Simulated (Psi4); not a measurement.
# TPSS/def2-SVPD run of BNH4S (SMILES NBS)

What is the vertical singlet–triplet gap of BNH4S at TPSS/def2-SVPD? 

The results are computed with Psi4 1.11.

2 further runs of the same task are left out: 2 set aside as unsound or not needed.

## 1. Starting point

BNH4S: 7 atoms, total charge 0, spin state singlet. As SMILES, `NBS`. The shape is that of a PBE0-D4/def2-TZVP optimisation. This is one conformer, not always the lowest.

Bond lengths: N1–B2 1.391 Å, B2–S3 1.816 Å, N1–H4 1.006 Å, N1–H5 1.004 Å, B2–H6 1.194 Å, S3–H7 1.339 Å. Angles: N1–B2–S3 120.0°, N1–B2–H6 119.9°, S3–B2–H6 120.1°, B2–N1–H4 124.2°, B2–N1–H5 121.9°, B2–S3–H7 96.3°, H4–N1–H5 113.8°.

## 2. Energy and forces at TPSS/def2-SVPD

calc.inp

```
memory 1600 MB

molecule system {
  N     -1.73703625     0.74304031    -1.15670136
  B      0.29668700     0.27268748     0.44238489
  S      2.05753380    -2.65997849     0.16251645
  H     -2.33494560    -0.45410119    -2.50672170
  H     -2.74841768     2.34552807    -1.04993183
  H      0.88080135     1.79939722     1.99668462
  H      3.70121759    -2.17507477     2.02540846
  units bohr
  symmetry c1
  no_reorient
  no_com
}

set {
  basis                def2-SVPD
  puream               true
  e_convergence        1e-09
  d_convergence        1e-08
  scf_type             pk
  dft_radial_points    99
  dft_spherical_points 590
}

e, wfn = gradient('tpss', return_wfn=True)
oeprop(wfn, 'LOWDIN_CHARGES', 'MAYER_INDICES', 'DIPOLE')
```

Command:

```
$ psi4 -n 1 calc.inp calc.out
```

calc.out, cut to the lines that bear on the results:

```text
[...]
  Running in c1 symmetry.
[...]
  Nuclear repulsion =   89.580008385066506
[...]
  Multiplicity = 1
[...]
  Nalpha       = 16
  Nbeta        = 16
[...]
    Number of basis functions: 99
[...]
   @RKS iter   1:  -479.80358008105088   -6.49000e-02   8.35196e-03 ADIIS/DIIS
[...]
   @RKS iter  11:  -480.13909603864118   -6.32099e-11   7.94974e-09 DIIS
[...]
    Orbital Energies [Eh]
    ---------------------
    Doubly Occupied:
       1A    -88.341393     2A    -14.122682     3A     -7.737748
       4A     -6.614924     5A     -5.724319     6A     -5.719528
       7A     -5.716120     8A     -0.811888     9A     -0.676978
      10A     -0.483627    11A     -0.480608    12A     -0.370999
      13A     -0.364064    14A     -0.288954    15A     -0.279779
      16A     -0.224797
[...]
  @RKS Final Energy:  -480.13909603864118
   => Energetics <=
    Nuclear Repulsion Energy =             89.5800083850665061
    One-Electron Energy =                -837.4566388000887400
    Two-Electron Energy =                 305.9325459939972234
    DFT Exchange-Correlation Energy =     -38.1950116176162098
    Empirical Dispersion Energy =           0.0000000000000000
    VV10 Nonlocal Energy =                  0.0000000000000000
    Total Energy =                       -480.1390960386411848
[...]
  -Total Gradient:
     Atom            X                  Y                   Z
    ------   -----------------  -----------------  -----------------
       1        0.000086913896     0.000299357022     0.000275849069
       2       -0.003219789095    -0.002380603423    -0.004585284509
       3        0.000478846757     0.007271219042     0.005239768279
       4        0.003422344981     0.005371011264     0.006752236810
       5        0.005205502679    -0.007561999217    -0.000096007987
       6       -0.001087305890    -0.002247070123    -0.002504528955
       7       -0.004891197987    -0.000742542801    -0.005080259482
[...]
 Multipole Moments:
 ------------------------------------------------------------------------------------
     Multipole            Electronic (a.u.)      Nuclear  (a.u.)        Total (a.u.)
 ------------------------------------------------------------------------------------
 L = 1.  Multiply by 2.5417464519 to convert [e a0] to [Debye]
 Dipole X            :        -22.2464187           21.7433777           -0.5030410
 Dipole Y            :         34.9159581          -34.4791869            0.4367711
 Dipole Z            :          2.6350488           -2.8192823           -0.1842335
 Magnitude           :                                                    0.6912027
[...]
```

It took 51 s on 1 thread of AMD EPYC 7R43 (Zen 3), shared host; peak memory 0.78 GiB.

## 3. The triplet: a single-point energy at UTPSS/def2-SVPD

input.inp

```
memory 1.6 GB

molecule m {
  0 3
  N     -0.919200     0.393200    -0.612100
  B      0.157000     0.144300     0.234100
  S      1.088800    -1.407600     0.086000
  H     -1.235600    -0.240300    -1.326500
  H     -1.454400     1.241200    -0.555600
  H      0.466100     0.952200     1.056600
  H      1.958600    -1.151000     1.071800
  symmetry c1
  no_reorient
  no_com
}

set {
  reference            uks
  puream               true
  e_convergence        1e-09
  d_convergence        1e-08
  scf_type             pk
  dft_radial_points    99
  dft_spherical_points 590
  maxiter              200
}

E, wfn = energy("tpss/def2-SVPD", return_wfn=True)
oeprop(wfn, "WIBERG_LOWDIN_INDICES", "MULLIKEN_CHARGES", "QUADRUPOLE")
```

Command:

```
$ psi4 -n 1 input.inp input.out
```

input.out, cut to the lines that bear on the results:

```text
[...]
  Running in c1 symmetry.
[...]
  Nuclear repulsion =   89.580008286477721
[...]
  Multiplicity = 3
[...]
  Nalpha       = 17
  Nbeta        = 15
[...]
    Number of basis functions: 99
[...]
   @UKS iter   1:  -479.47595835453944    2.62722e-01   9.24070e-03 DIIS/ADIIS
[...]
   @UKS iter  17:  -479.94132747044114   -2.19416e-11   9.82475e-09 DIIS
[...]
   @S^2 Observed:                2.007219126E+00
[...]
  @UKS Final Energy:  -479.94132747044114
   => Energetics <=
    Nuclear Repulsion Energy =             89.5800082864777210
    One-Electron Energy =                -836.6193942114658739
    Two-Electron Energy =                 305.2705885702185356
    DFT Exchange-Correlation Energy =     -38.1725301156714707
    Empirical Dispersion Energy =           0.0000000000000000
    VV10 Nonlocal Energy =                  0.0000000000000000
    Total Energy =                       -479.9413274704411378
[...]
 Multipole Moments:
 ------------------------------------------------------------------------------------
     Multipole            Electronic (a.u.)      Nuclear  (a.u.)        Total (a.u.)
 ------------------------------------------------------------------------------------
 L = 1.  Multiply by 2.5417464519 to convert [e a0] to [Debye]
 Dipole X            :        -22.2334765           21.7433778           -0.4900987
 Dipole Y            :         34.2869030          -34.4791870           -0.1922840
 Dipole Z            :          2.2327705           -2.8192824           -0.5865119
 Magnitude           :                                                    0.7881409
 L = 2.  Multiply by 1.3450342976 to convert [e a0^2] to [Debye ang]
 Quadrupole XX       :       -133.8393530          116.7768996          -17.0624534
 Quadrupole XY       :        105.6077051         -108.0499351           -2.4422300
[...]
  Mulliken Charges: (a.u.)
   Center  Symbol    Alpha    Beta     Spin     Total
       1     N     3.73692  3.22388  0.51304  0.03921
       2     B     3.15723  2.19339  0.96383 -0.35062
       3     S     8.62593  7.85038  0.77555 -0.47631
       4     H     0.46688  0.48270 -0.01583  0.05042
       5     H     0.46205  0.48295 -0.02091  0.05500
       6     H     0.23374  0.38849 -0.15475  0.37777
       7     H     0.31726  0.37820 -0.06094  0.30453
   Total alpha = 17.00000, Total beta = 15.00000, Total charge = -0.00000
  Wiberg Bond Indices using Orthogonal Lowdin Orbitals:
[...]
```

Wall time 1.8 min (1 thread of AMD EPYC 7R43 (Zen 3), shared host); peak memory 0.78 GiB.

## 4. What came out

Level: TPSS/def2-SVPD.

```
                                        quantity          value
                           singlet: total energy  -480.13910 Eh
                          singlet: dipole moment         1.76 D
                            singlet: HOMO energy       -6.12 eV
                            singlet: LUMO energy       -0.40 eV
                          singlet: HOMO–LUMO gap        5.72 eV
               singlet: largest force on an atom     0.477 eV/Å
                           triplet: total energy  -479.94133 Eh
                          triplet: dipole moment         2.00 D
     triplet: HOMO energy (highest over α and β)       -0.98 eV
                                   triplet: ⟨S²⟩          2.007
vertical energy of the triplet above the singlet       5.382 eV
```

What this shows: At this shape the triplet lies 5.38 eV (519 kJ/mol) above the singlet. The largest force (singlet) is 0.48 eV/Å: the shape isn't a stationary point for this species at this level. Mulliken charges (triplet) run from -0.48 on S3 to +0.38 on H6; in a basis this large or diffuse they mean little.
